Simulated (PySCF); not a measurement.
Compound: phosphanide, PH2 (charge -1).
Numbering: `[PH2-:1]` (hydrogens: H2, H3 on P1)

All values: PBE0/pcSseg-1 (PySCF, non-relativistic), on one gas-phase PBE0-D3(BJ)/def2-SVP geometry that isn't relaxed in the solvent. The solvent is an IEF-PCM continuum (van der Waals radii × 1.2). Specific hydrogen bonds and non-electrostatic terms are outside this model.

```
run  E − E(gas) (kcal/mol)  HOMO (eV)  HOMO–LUMO gap (eV)
gas                   0.00       1.66                5.75
  P                 -68.06      -4.32                6.33
  Q                 -61.97      -3.79                6.27
```

The runs were made in acetonitrile and dichloromethane. Which run belongs to which solvent?

P = acetonitrile, Q = dichloromethane. The dielectric constants are 8.93 (dichloromethane), 35.69 (acetonitrile), and the energy falls further as ε rises. In this model the ground state sees the solvent through ε alone.

How constant is the ratio of the lowering to 1 − 1/ε?

| solvent | 1 − 1/ε | E − E(gas) (kcal/mol) | ratio (kcal/mol) | polarisation term (kcal/mol) |
| --- | --- | --- | --- | --- |
| dichloromethane | 0.888 | -61.97 | -69.8 | -62.54 |
| acetonitrile | 0.972 | -68.06 | -70.0 | -68.82 |

The ratio changes by +0.3 % in size from dichloromethane to acetonitrile. The polarisation term is half the interaction of the solute with the induced surface charges.

On an Arm Neoverse V1 with one thread, shared host with 64 logical CPUs at a one-minute load of 17, this took 1.0 s of wall time and 0.31 GiB of memory at its peak. This is the whole shielding run at PBE0/pcSseg-1 in acetonitrile, SCF included.
